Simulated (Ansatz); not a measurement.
**CH₅AlO: up Jacob's ladder to CCSD(T)**

How much do the methods differ for CH₅AlO? The plan is to run it at one geometry with functionals of several rungs and with coupled cluster, and see how far each lands from CCSD(T) at the basis-set limit for the atomisation energy.

The runs use Ansatz 0.2.0, Gaussian basis; functionals in def2-TZVPP, the program's frozen cores in correlated methods.

The runs, in order: LDA (SPW92), PBE-D4, revPBE-D4, BLYP-D4, r2SCAN-D4, B97M-V, PBE0-D4, B3LYP-D4, r2SCANh-D4, r2SCAN0-D4, HSE06-D4, BHLYP-D4, CAM-B3LYP-D4, LC-ωPBE, ωB97X-V, ωB97M-V, B2PLYP, PBE-QIDH; CCSD(T)/def2-SVP; CCSD(T)/def2-TZVPP; MP2/def2-QZVPP; extrapolation to the limit; RPA on PBE.

1 further run of the same task is left out (it didn't finish).

### Step 1. The relaxed structure

All runs share one geometry, relaxed beforehand with PBE0-D4 in a triple-zeta def2 set.

8 atoms, charge 0, spin multiplicity 1.

Atoms are counted from 1 here; the program's logs count them from 0.

Bond lengths: C1–O2 1.397 Å, C1–H4 1.095 Å, C1–H5 1.098 Å, C1–H6 1.095 Å, O2–Al3 1.686 Å, Al3–H7 1.585 Å, Al3–H8 1.577 Å. Angles: O2–C1–H4 110.1°, O2–C1–H5 112.6°, O2–C1–H6 110.1°, H4–C1–H5 108.0°, H4–C1–H6 107.8°, H5–C1–H6 108.0°, C1–O2–Al3 134.1°, O2–Al3–H7 118.7°, O2–Al3–H8 116.3°, H7–Al3–H8 125.0°.

### Step 2. LDA

This LDA is Slater exchange with PW92 correlation.

Input file in.yaml:

```yaml
crystal:
  periodic: [false, false, false]
  atoms:
    - {symbol: C, position_ang: [-0.458701, 1.087280, -0.422268]}
    - {symbol: O, position_ang: [-0.579766, -0.252191, -0.043855]}
    - {symbol: Al, position_ang: [0.505619, -1.418557, 0.507597]}
    - {symbol: H, position_ang: [-0.793323, 1.217557, -1.456709]}
    - {symbol: H, position_ang: [0.573285, 1.454590, -0.349864]}
    - {symbol: H, position_ang: [-1.088263, 1.716895, 0.215156]}
    - {symbol: H, position_ang: [2.031567, -1.021609, 0.673239]}
    - {symbol: H, position_ang: [-0.098216, -2.841165, 0.820805]}
basis:
  gaussian: {orbitals: def2-TZVPP}
hamiltonian: {xc: lda}
output: {orbitals: {seedname: orbitals}}
```

On the command line:

```sh
> ansatz run in.yaml --threads 4 --pin off --events-out ev --progress --plain --max-ram 10444MiB
```

After this run come: PBE-D4 (GGA); revPBE-D4 (GGA); BLYP-D4 (GGA); r2SCAN-D4 (meta-GGA); B97M-V (meta-GGA); B3LYP-D4 (hybrid); r2SCANh-D4 (hybrid); r2SCAN0-D4 (hybrid); HSE06-D4 (hybrid); BHLYP-D4 (hybrid); CAM-B3LYP-D4 (range-separated); LC-ωPBE (range-separated); ωB97X-V (range-separated); ωB97M-V (range-separated); B2PLYP (double hybrid); PBE-QIDH (double hybrid); CCSD(T) in def2-SVP; CCSD(T) in def2-TZVPP; MP2 in def2-QZVPP; RPA on PBE orbitals.

Before running them: what should the planned runs give, taken together? Wanted: atomisation energy, CCSD(T)/CBS; farthest beyond LDA; mean size of error, GGA; mean size of error, meta-GGA; mean size of error, hybrid; mean size of error, range-separated; mean size of error, double hybrid; gap, smallest and largest; T1 diagnostic.

As calculated:

| quantity | value |
| --- | --- |
| atomisation energy, CCSD(T)/CBS | 2710.8 kJ/mol |
| functionals within 13.6 kJ/mol (0.5 %) | PBE-D4, r2SCAN-D4, B3LYP-D4, CAM-B3LYP-D4, ωB97X-V, ωB97M-V |
| farthest beyond LDA | BHLYP-D4 (-76.6 kJ/mol) |
| mean size of error, GGA | 25.1 kJ/mol |
| mean size of error, meta-GGA | 10.9 kJ/mol |
| mean size of error, hybrid | 37.7 kJ/mol |
| mean size of error, range-separated | 8.8 kJ/mol |
| mean size of error, double hybrid | 37.6 kJ/mol |
| gap, smallest and largest | 4.77 eV (LDA (SPW92)), 11.89 eV (LC-ωPBE) |
| T1 diagnostic | 0.0125 |
| triples share of the correlation energy | 3.2 % |

What this shows: LDA overbinds by 329.8 kJ/mol (12 %). PBE-D4 misses by +2.8 kJ/mol. Double hybrids carry the basis error of their MP2 part in triple zeta, and no dispersion term here, so their miss is partly the set-up's. The rungs range-separated, meta-GGA miss on average by less than the doubt on the reference (13.6 kJ/mol), so they tie. The reference freezes the cores and leaves out relativity and excitations past (T), so misses under about 13.6 kJ/mol can't be ranked. Hartree-Fock recovers 74 % of the binding; the rest is correlation. CCSD(T) in def2-SVP is off by -142.6 kJ/mol, so the small basis spoils what the method gains. Orbital gaps span 4.8 to 11.9 eV; exact exchange widens them.
